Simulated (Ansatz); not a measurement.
Question: Name a neutral molecule of C, N, O and H with size of the dipole moment (PBE/def2-TZVPP) between 0.00 and 0.30 D and size of the dipole moment (ωB97M-V/def2-TZVPP) between 0.15 and 0.45 D (Ansatz, PBE0-D4/def2-TZVP geometry).

Answer: `C=NO` (0.14 D, 0.24 D). Other molecules can fit too; these were computed, each in one conformer that needn't be the lowest.
